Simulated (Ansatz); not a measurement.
1T (CdI2-type) TaS2 was calculated with LDA in Ansatz (plane waves, PAW).

Rigid layers of the crystal as relaxed at this level are moved apart or together:

| run | k mesh | layer repeat (Å) | energy against free layers (meV/Å²) | gap on the mesh (eV) |
|---|---|---|---|---|
| 1 | 12×12×6 | 5.6 | -18.29 | 0.000 |
| 2 | 12×12×6 | 5.75 | -18.89 | 0.000 |
| 3 | 12×12×6 | 5.9 | -18.07 | 0.000 |
| 4 | 12×12×6 | 6.1 | -15.83 | 0.000 |
| 5 | 12×12×6 | 6.4 | -11.75 | 0.000 |
| 6 | 12×12×6 | 6.9 | -6.06 | 0.000 |
| 7 | 12×12×4 | 7.9 | -1.11 | 0.000 |
| 8 | 12×12×4 | 9.9 | 0.05 | 0.000 |

The lowest energy of these points lies at a layer repeat of 5.75 Å.

Spin–orbit coupling is not included.

Note: the cell comes from a level without a dispersion term, which matters for the spacing of layers, chains or molecules.

Ansatz is a first-principles code.
